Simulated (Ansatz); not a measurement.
## doublet MgF: levels of theory in one basis

```xyz
2

Mg    0.0000    0.0000    0.0000
F     0.0000    0.0000    1.8375
```

Basis set: def2-SVP (spherical functions). Correlated methods keep 2 orbitals frozen. Correlation on ROHF uses semicanonical orbitals with singles. Charge 0, multiplicity 2.

Computed with Ansatz (development build ahead of 0.2.0); each method stands on the lowest determinant of its kind that the runs found.

```tsv
method	E − E(ROHF) (eV)	<S²> of the determinant
ROHF	0.00	–
UHF	0.00	0.75
ROHF-MP2	-5.81	–
UHF-MP2	-5.81	0.75
```

**Question.** What does ROHF-CCSD(T) give on the same scale?

**Answer.** -5.92 eV.

**Question.** Is a single determinant a sound starting point here?

**Answer.** By this sign, yes. Unrestricted orbitals gain 0.00 eV and <S²> is 0.75 against 0.75 for a pure state.
